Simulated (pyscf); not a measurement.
Structures and frequencies: ωB97X-D3(BJ)/def2-SVP in PySCF.

Task: H₂B–O–GeH₃ + hydrogen chloride (HCl) → HO–GeH₃ + H₂B–Cl
Surface: singlet. Broken: B–O, Cl–H. Formed: H–O, B–Cl. Give ΔE‡ and ΔE from ωB97M-D3(BJ)/def2-TZVP, relative to the separated reactants.

Result: ΔE‡ = 15.3 kcal/mol, ΔE = +12.7 kcal/mol. Zero-point energy shifts the barrier by +0.6 kcal/mol. It is a four-centre exchange, with an imaginary mode of 1129i cm⁻¹. On the reactant side the descent ends in a complex, 5.8 kcal/mol under the separated species and 20.3 kcal/mol under the saddle at ωB97X-D3(BJ)/def2-TZVP. On the product side the descent ends in an adduct with a B–O contact, 19.9 kcal/mol under the separated species and 22.1 kcal/mol under the saddle at ωB97X-D3(BJ)/def2-TZVP. What is counted as broken (B–O) persists as a longer contact in the product adduct; parting that adduct is a step of its own. One saddle was located; it need not be the lowest between these sides. Elements up to Kr have no core potential and no relativistic terms here.
